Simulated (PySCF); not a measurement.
Rigid-rotor lines calculated for a species of formula CHFO (commonest isotopes; PySCF 2.14.0, PBE0-D3(BJ)/def2-SVP geometry optimisation, gas phase), labelled J(Ka,Kc):

```json
{"transition": "2(1,2) ← 1(1,1)", "MHz": "43448.3"}
{"transition": "1(1,1) ← 0(0,0)", "MHz": "102961.6"}
{"transition": "1(0,1) ← 0(0,0)", "MHz": "22400.2"}
{"transition": "2(0,2) ← 1(0,1)", "MHz": "44783.5"}
{"transition": "2(1,1) ← 1(1,0)", "MHz": "46152.5"}
```

(1) Find the rotational constants.

(2) What moments of inertia, asymmetry and inertial defect follow?

(3) Which dipole components do these lines need?

(4) Predict further lines from these constants: 2(1,2) ← 1(0,1); 1(1,0) ← 1(1,1); 1(1,0) ← 1(0,1); 2(1,1) ← 2(0,2); 2(2,0) ← 2(1,1); 2(2,1) ← 1(1,0); 2(1,1) ← 2(1,2); 2(2,1) ← 2(1,2); 2(2,0) ← 1(1,1).

(5) Which structure gave them?

Results:

(1) 1(0,1) ← 0(0,0) is B + C, 2(1,1) ← 1(1,0) is 3B + C and 2(1,2) ← 1(1,1) is B + 3C, so B − C is half the difference of the last two, 1352.1 MHz. 1(1,1) ← 0(0,0) is A + C. A = 92437.5, B = 11876.1, C = 10524.0 MHz.

(2) I = 505379 MHz·u·Å² over each constant: Ia = 5.47, Ib = 42.55, Ic = 48.02 u·Å²; κ = (2B − A − C)/(A − C) = -0.967 (near-prolate asymmetric top); Δ = Ic − Ia − Ib = 0.00 u·Å².

(3) μa and μb (a-type: ΔKa even, ΔKc odd; b-type: both odd). The calculation gives |μa| = 0.78 D, |μb| = 1.85 D, |μc| = 0.00 D.

(4) 
| transition | MHz | type | branch |
| --- | --- | --- | --- |
| 1(1,0) ← 1(1,1) | 1352 | a | Q |
| 2(1,1) ← 2(1,2) | 4056 | a | Q |
| 1(1,0) ← 1(0,1) | 81913 | b | Q |
| 2(1,1) ← 2(0,2) | 83282 | b | Q |
| 2(1,2) ← 1(0,1) | 124010 | b | R |
| 2(2,0) ← 2(1,1) | 241701 | b | Q |
| 2(2,1) ← 2(1,2) | 245740 | b | Q |
| 2(2,1) ← 1(1,0) | 287837 | b | R |
| 2(2,0) ← 1(1,1) | 289206 | b | R |

(5) formyl fluoride, `O=CF`, point group Cs. Three constants can't fix a structure by themselves; this is the one that was computed:
```xyz
4
CHFO angstrom
O     -0.889   -0.851   -0.002
C     -0.077    0.001   -0.005
F      1.230   -0.239   -0.011
H     -0.253    1.095   -0.004
```

Whether it is a minimum is left open (no frequencies). These are rigid-rotor constants of the computed structure; measured ground-state constants (B0) also hold zero-point vibration.

The run took 4.6 s on one thread, Intel Xeon Platinum 8259CL at 2.50 GHz (x86_64), no GPU, on a shared host, and the process peaked at 0.26 GiB of memory. This is the geometry optimisation.
